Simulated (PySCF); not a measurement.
# Solver options tried on HF

Aim: find out which solver settings change the answer for HF.

Computed with PySCF 2.14.0. Level: each script names its method and basis.

3 further runs of the same task are left out: 3 that didn't finish.

## Step 1: The system as given

HF: 2 atoms, charge 0, spin multiplicity 1.

Bond lengths: H1–F2 0.935 Å.

## Step 2: The base run

input.py reads:

```python
from pyscf import gto, dft

mol = gto.M(
    atom='H 0 0 0; F 0 0 0.935',
    basis='lanl2dz',
    charge=0,
    spin=0,
    verbose=4,
)
mf = dft.UKS(mol, xc='b3lyp5')
mf.kernel()
mf.dip_moment()
print('orbital energies (hartree):', [e[max(0, n-3):n+3].round(4) for e, n in zip(mf.mo_energy, mol.nelec)])
```

The run is started by

```console
$ OMP_NUM_THREADS=1 python input.py
```

The log of this run is left out.

In short: E(SCF) = -100.408030 Eh, 7 cycles, μ = 2.26 D.

The bond length is a typed value, not an optimised one.

## Step 3: Convergence threshold 1e-07 hartree

Variant 1 changes convergence threshold: default → 1e-07 hartree.

Edit input.py of step 2 so:

```diff
@@ -10,2 +10,3 @@
 mf = dft.UKS(mol, xc='b3lyp5')
+mf.conv_tol = 1e-07
 mf.kernel()
```

The run is started by

```console
$ OMP_NUM_THREADS=1 python input.py
```

Standard output:

```text
PySCF version 2.14.0

[INPUT] verbose = 4
[INPUT] num. atoms = 2
[INPUT] num. electrons = 10
[INPUT] charge = 0
[INPUT] spin (= nelec alpha-beta = 2S) = 0
[INPUT] symmetry False subgroup None
[INPUT] Mole.unit = angstrom
[INPUT] Symbol           X                Y                Z      unit          X                Y                Z       unit  Magmom
[INPUT]  1 H      0.000000000000   0.000000000000   0.000000000000 AA    0.000000000000   0.000000000000   0.000000000000 Bohr   0.0
[INPUT]  2 F      0.000000000000   0.000000000000   0.935000000000 AA    0.000000000000   0.000000000000   1.766893926468 Bohr   0.0

nuclear repulsion = 5.09368438318717
number of shells = 7
number of NR pGTOs = 29
number of NR cGTOs = 11
basis = lanl2dz
ecp = {}

******** <class 'pyscf.dft.uks.UKS'> ********
method = UKS
initial guess = minao
damping factor = 0
level_shift factor = 0
DIIS = <class 'pyscf.scf.diis.CDIIS'>
diis_start_cycle = 1
diis_space = 8
diis_damp = 0
SCF conv_tol = 1e-07
SCF conv_tol_grad = None
SCF max_cycles = 50
direct_scf = True
direct_scf_tol = 1e-13
number electrons alpha = 5  beta = 5
XC library pyscf.dft.libxc version 7.0.0
    S. Lehtola, C. Steigemann, M. J.T. Oliveira, and M. A.L. Marques.,  SoftwareX 7, 1–5 (2018)
XC functionals = b3lyp5
    P. A. M. Dirac.,  Math. Proc. Cambridge Philos. Soc. 26, 376 (1930)
    F. Bloch.,  Z. Phys. 57, 545 (1929)
    A. D. Becke.,  Phys. Rev. A 38, 3098 (1988)
    C. Lee, W. Yang, and R. G. Parr.,  Phys. Rev. B 37, 785 (1988)
    B. Miehlich, A. Savin, H. Stoll, and H. Preuss.,  Chem. Phys. Lett. 157, 200 (1989)
    S. H. Vosko, L. Wilk, and M. Nusair.,  Can. J. Phys. 58, 1200 (1980)
radial grids:
    Treutler-Ahlrichs [JCP 102, 346 (1995); DOI:10.1063/1.469408] (M4) radial grids

becke partition: Becke, JCP 88, 2547 (1988); DOI:10.1063/1.454033
pruning grids: <function nwchem_prune>
grids dens level: 3
symmetrized grids: False
atomic radii adjust function: <function treutler_atomic_radii_adjust>
small_rho_cutoff = 0
Set gradient conv threshold to 0.000316228
tot grids = 24072
init E= -100.341919533286
[... the frontier-level lines of each cycle are left out ...]
cycle= 1 E= -100.349040088324  delta_E= -0.00712  |g|= 0.392  |ddm|= 0.645
cycle= 2 E= -100.298917917576  delta_E= 0.0501  |g|= 0.573  |ddm|= 0.592
cycle= 3 E= -100.408014374788  delta_E= -0.109  |g|= 0.00608  |ddm|= 0.333
cycle= 4 E= -100.408029609196  delta_E= -1.52e-05  |g|= 0.000521  |ddm|= 0.00524
cycle= 5 E= -100.408029728268  delta_E= -1.19e-07  |g|= 5.71e-05  |ddm|= 0.000446
cycle= 6 E= -100.408029732637  delta_E= -4.37e-09  |g|= 1.81e-05  |ddm|= 9.78e-05
Extra cycle  E= -100.408029733067  delta_E= -4.3e-10  |g|= 9.65e-06  |ddm|= 2.9e-05
converged SCF energy = -100.408029733067  <S^2> = 3.813847e-10  2S+1 = 1
Dipole moment(X, Y, Z, Debye): -0.00000, -0.00000, -2.26123
orbital energies (hartree): [array([-0.5264, -0.3939, -0.3939,  0.0536,  0.8049,  0.8049]), array([-0.5264, -0.3939, -0.3939,  0.0536,  0.8049,  0.8049])]
```

It took 1.1 s on 1 thread of Arm Neoverse V1, shared host.

Result: E(SCF) = -100.408030 Eh (no change), 6 cycles, μ = 2.26 D.

## Step 4: Level shift 0.3 hartree

Variant 2 changes level shift: none → 0.3 hartree.

Edit input.py of step 2 so:

```diff
@@ -10,2 +10,3 @@
 mf = dft.UKS(mol, xc='b3lyp5')
+mf.level_shift = 0.3
 mf.kernel()
```

The run is started by

```console
$ OMP_NUM_THREADS=1 python input.py
```

Standard output:

```text
PySCF version 2.14.0

[INPUT] verbose = 4
[INPUT] num. atoms = 2
[INPUT] num. electrons = 10
[INPUT] charge = 0
[INPUT] spin (= nelec alpha-beta = 2S) = 0
[INPUT] symmetry False subgroup None
[INPUT] Mole.unit = angstrom
[INPUT] Symbol           X                Y                Z      unit          X                Y                Z       unit  Magmom
[INPUT]  1 H      0.000000000000   0.000000000000   0.000000000000 AA    0.000000000000   0.000000000000   0.000000000000 Bohr   0.0
[INPUT]  2 F      0.000000000000   0.000000000000   0.935000000000 AA    0.000000000000   0.000000000000   1.766893926468 Bohr   0.0

nuclear repulsion = 5.09368438318717
number of shells = 7
number of NR pGTOs = 29
number of NR cGTOs = 11
basis = lanl2dz
ecp = {}

******** <class 'pyscf.dft.uks.UKS'> ********
method = UKS
initial guess = minao
damping factor = 0
level_shift factor = 0.3
DIIS = <class 'pyscf.scf.diis.CDIIS'>
diis_start_cycle = 1
diis_space = 8
diis_damp = 0
SCF conv_tol = 1e-09
SCF conv_tol_grad = None
SCF max_cycles = 50
direct_scf = True
direct_scf_tol = 1e-13
number electrons alpha = 5  beta = 5
XC library pyscf.dft.libxc version 7.0.0
    S. Lehtola, C. Steigemann, M. J.T. Oliveira, and M. A.L. Marques.,  SoftwareX 7, 1–5 (2018)
XC functionals = b3lyp5
    P. A. M. Dirac.,  Math. Proc. Cambridge Philos. Soc. 26, 376 (1930)
    F. Bloch.,  Z. Phys. 57, 545 (1929)
    A. D. Becke.,  Phys. Rev. A 38, 3098 (1988)
    C. Lee, W. Yang, and R. G. Parr.,  Phys. Rev. B 37, 785 (1988)
    B. Miehlich, A. Savin, H. Stoll, and H. Preuss.,  Chem. Phys. Lett. 157, 200 (1989)
    S. H. Vosko, L. Wilk, and M. Nusair.,  Can. J. Phys. 58, 1200 (1980)
radial grids:
    Treutler-Ahlrichs [JCP 102, 346 (1995); DOI:10.1063/1.469408] (M4) radial grids

becke partition: Becke, JCP 88, 2547 (1988); DOI:10.1063/1.454033
pruning grids: <function nwchem_prune>
grids dens level: 3
symmetrized grids: False
atomic radii adjust function: <function treutler_atomic_radii_adjust>
small_rho_cutoff = 0
Set gradient conv threshold to 3.16228e-05
tot grids = 24072
init E= -100.341919533286
[... the frontier-level lines of each cycle are left out ...]
cycle= 1 E= -100.35815370493  delta_E= -0.0162  |g|= 0.35  |ddm|= 0.634
cycle= 2 E= -100.377782615165  delta_E= -0.0196  |g|= 0.31  |ddm|= 0.401
cycle= 3 E= -100.406805124963  delta_E= -0.029  |g|= 0.0596  |ddm|= 0.137
cycle= 4 E= -100.407989926613  delta_E= -0.00118  |g|= 0.00997  |ddm|= 0.0281
cycle= 5 E= -100.408027884581  delta_E= -3.8e-05  |g|= 0.00184  |ddm|= 0.00556
cycle= 6 E= -100.408029578616  delta_E= -1.69e-06  |g|= 0.000476  |ddm|= 0.00148
cycle= 7 E= -100.408029717296  delta_E= -1.39e-07  |g|= 0.000141  |ddm|= 0.000498
cycle= 8 E= -100.408029731422  delta_E= -1.41e-08  |g|= 4.48e-05  |ddm|= 0.000173
cycle= 9 E= -100.408029732972  delta_E= -1.55e-09  |g|= 1.47e-05  |ddm|= 5.93e-05
cycle= 10 E= -100.408029733148  delta_E= -1.75e-10  |g|= 4.89e-06  |ddm|= 2.02e-05
Extra cycle  E= -100.408029733156  delta_E= -7.96e-12  |g|= 6.57e-06  |ddm|= 1.26e-05
converged SCF energy = -100.408029733156  <S^2> = -9.7699626e-15  2S+1 = 1
Dipole moment(X, Y, Z, Debye): -0.00000, -0.00000, -2.26125
orbital energies (hartree): [array([-0.5264, -0.3939, -0.3939,  0.0536,  0.8049,  0.8049]), array([-0.5264, -0.3939, -0.3939,  0.0536,  0.8049,  0.8049])]
```

Wall time 1.2 s (1 thread of Arm Neoverse V1, shared host).

This run: E(SCF) = -100.408030 Eh (no change), 10 cycles, μ = 2.26 D.

## Step 5: Cycle limit 200

Variant 3 changes cycle limit: 50 → 200.

Edit input.py of step 2 so:

```diff
@@ -10,2 +10,3 @@
 mf = dft.UKS(mol, xc='b3lyp5')
+mf.max_cycle = 200
 mf.kernel()
```

The run is started by

```console
$ OMP_NUM_THREADS=1 python input.py
```

Standard output:

```text
PySCF version 2.14.0

[INPUT] verbose = 4
[INPUT] num. atoms = 2
[INPUT] num. electrons = 10
[INPUT] charge = 0
[INPUT] spin (= nelec alpha-beta = 2S) = 0
[INPUT] symmetry False subgroup None
[INPUT] Mole.unit = angstrom
[INPUT] Symbol           X                Y                Z      unit          X                Y                Z       unit  Magmom
[INPUT]  1 H      0.000000000000   0.000000000000   0.000000000000 AA    0.000000000000   0.000000000000   0.000000000000 Bohr   0.0
[INPUT]  2 F      0.000000000000   0.000000000000   0.935000000000 AA    0.000000000000   0.000000000000   1.766893926468 Bohr   0.0

nuclear repulsion = 5.09368438318717
number of shells = 7
number of NR pGTOs = 29
number of NR cGTOs = 11
basis = lanl2dz
ecp = {}

******** <class 'pyscf.dft.uks.UKS'> ********
method = UKS
initial guess = minao
damping factor = 0
level_shift factor = 0
DIIS = <class 'pyscf.scf.diis.CDIIS'>
diis_start_cycle = 1
diis_space = 8
diis_damp = 0
SCF conv_tol = 1e-09
SCF conv_tol_grad = None
SCF max_cycles = 200
direct_scf = True
direct_scf_tol = 1e-13
number electrons alpha = 5  beta = 5
XC library pyscf.dft.libxc version 7.0.0
    S. Lehtola, C. Steigemann, M. J.T. Oliveira, and M. A.L. Marques.,  SoftwareX 7, 1–5 (2018)
XC functionals = b3lyp5
    P. A. M. Dirac.,  Math. Proc. Cambridge Philos. Soc. 26, 376 (1930)
    F. Bloch.,  Z. Phys. 57, 545 (1929)
    A. D. Becke.,  Phys. Rev. A 38, 3098 (1988)
    C. Lee, W. Yang, and R. G. Parr.,  Phys. Rev. B 37, 785 (1988)
    B. Miehlich, A. Savin, H. Stoll, and H. Preuss.,  Chem. Phys. Lett. 157, 200 (1989)
    S. H. Vosko, L. Wilk, and M. Nusair.,  Can. J. Phys. 58, 1200 (1980)
radial grids:
    Treutler-Ahlrichs [JCP 102, 346 (1995); DOI:10.1063/1.469408] (M4) radial grids

becke partition: Becke, JCP 88, 2547 (1988); DOI:10.1063/1.454033
pruning grids: <function nwchem_prune>
grids dens level: 3
symmetrized grids: False
atomic radii adjust function: <function treutler_atomic_radii_adjust>
small_rho_cutoff = 0
Set gradient conv threshold to 3.16228e-05
tot grids = 24072
init E= -100.341919533286
[... the frontier-level lines of each cycle are left out ...]
cycle= 1 E= -100.349040088324  delta_E= -0.00712  |g|= 0.392  |ddm|= 0.645
cycle= 2 E= -100.298917917576  delta_E= 0.0501  |g|= 0.573  |ddm|= 0.592
cycle= 3 E= -100.408014374788  delta_E= -0.109  |g|= 0.00608  |ddm|= 0.333
cycle= 4 E= -100.408029609196  delta_E= -1.52e-05  |g|= 0.000521  |ddm|= 0.00524
cycle= 5 E= -100.408029728268  delta_E= -1.19e-07  |g|= 5.71e-05  |ddm|= 0.000446
cycle= 6 E= -100.408029732637  delta_E= -4.37e-09  |g|= 1.81e-05  |ddm|= 9.78e-05
cycle= 7 E= -100.408029733169  delta_E= -5.31e-10  |g|= 1.3e-06  |ddm|= 4.52e-05
Extra cycle  E= -100.40802973317  delta_E= -1.26e-12  |g|= 1.15e-06  |ddm|= 1.96e-06
converged SCF energy = -100.40802973317  <S^2> = 1.0444978e-12  2S+1 = 1
Dipole moment(X, Y, Z, Debye): -0.00000,  0.00000, -2.26124
orbital energies (hartree): [array([-0.5264, -0.3939, -0.3939,  0.0536,  0.8049,  0.8049]), array([-0.5264, -0.3939, -0.3939,  0.0536,  0.8049,  0.8049])]
```

It took 1.1 s on 1 thread of Arm Neoverse V1, shared host.

Result: E(SCF) = -100.408030 Eh (no change), 7 cycles, μ = 2.26 D.

## Step 6: Side by side

```csv
run,E(SCF) (hartree),from base (eV),cycles,gap (eV),SCF dipole (D)
base,-100.408030,0,7,12.18,2.26
convergence threshold 1e-07 hartree,-100.408030,0.0000,6,12.18,2.26
level shift 0.3 hartree,-100.408030,0.0000,10,12.18,2.26
cycle limit 200,-100.408030,0.0000,7,12.18,2.26
```

Wall time on 1 thread of Arm Neoverse V1, shared host, start-up included: base 1.1 s; convergence threshold 1e-07 hartree 1.1 s; level shift 0.3 hartree 1.2 s; cycle limit 200 1.1 s.

Distance from each run's final energy (log10 hartree) by cycle:

```csv
run,cycle 1,cycle 2,cycle 3,cycle 5,cycle 8,cycle 12
base,-1.2,-1.0,-4.8,-8.3,done,done
convergence threshold 1e-07 hartree,-1.2,-1.0,-4.8,-8.3,done,done
level shift 0.3 hartree,-1.3,-1.5,-2.9,-5.7,-8.8,done
cycle limit 200,-1.2,-1.0,-4.8,-8.3,done,done
```

What this shows: With convergence threshold 1e-07 hartree or level shift 0.3 hartree or cycle limit 200 the SCF ends at the base energy. The base needs 7 cycles and the run with level shift 0.3 hartree needs 10.
